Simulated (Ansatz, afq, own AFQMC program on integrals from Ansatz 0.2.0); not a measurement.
## B2H, quartet in 6-31G, levels against full CI

```tsv
atom	x (Å)	y (Å)	z (Å)
B	0.0000	0.0000	0.1141
B	0.0000	0.0000	-1.4064
H	0.0000	0.0000	1.2923
```

Connectivity, by distances: BH–B.

Basis 6-31G. Noble-gas cores (and the filled d shells of Ga–Kr and In–Xe) are frozen. AFQMC by an in-house program on the Cholesky factors that Ansatz 0.2.0 writes for its CCSD(T) run. ph-AFQMC/CISD is guided by a CISD state made of CCSD amplitudes; releasing the constraint for a short imaginary time cuts its bias at the price of noise, slowly where states lie close. Free AFQMC starts from the CCSD state and is never constrained. Its projection time is finite, and what remains of the start isn't in its error. Error bars are statistical, one sigma.

Determinant: UHF, the one that the program's search chose, which needn't be the lowest solution. The geometry is a point of a scan.

Full CI on the same integrals is exact in this basis and with this determinant's frozen core.

Cautions: lower spins were not checked; the released energies have errors that jump between times, so the bars are unsure, so no released level is given (meV from the phaseless value at times in 1/Eh: 27 ± 25 at 0.24, -3.1 ± 1.3 at 0.51, -57 ± 51 at 0.99, -7.1 ± 1.9 at 1.62, -7.3 ± 1.5 at 2.40), though the last usable value meets full CI within the noise.

```
T1 diagnostic                               : 0.0173
weight of the determinant in the CISD state : 0.934
⟨S²⟩ of the determinant                     : 3.755
size of the correlated space                : 7 electrons in 18 orbitals
```

Reference: full CI, correlation energy -2.359 eV.

```csv
level,E − E(reference) (kJ/mol),share of correlation (%)
HF,227.6,0.00
MP2,60.3,73.49
CCSD,7.3,96.78
CCSD(T),2.2,99.02
CCSDT,0.5,99.77
CCSDT(Q),0.1,99.94
CCSDTQ,0.0,99.99
ph-AFQMC/HF,7.4 ± 1.5,96.75
ph-AFQMC/CISD,0.8 ± 0.1,99.63
free AFQMC,0.0 ± 0.09,100.02
```

CCSDT and higher add their correlation energy to the determinant of the CCSD(T) run, since their own runs factorise the integrals more tightly (a shift of under 2 meV). Free projections are given only where their last times agree within the noise and don't stop above the reference; a slow remainder of the start can still hide under it. A walk keeps the symmetry of its determinant, which the program's search chose and which needn't be the lowest solution, so a lower state of the same spin and another symmetry isn't excluded.
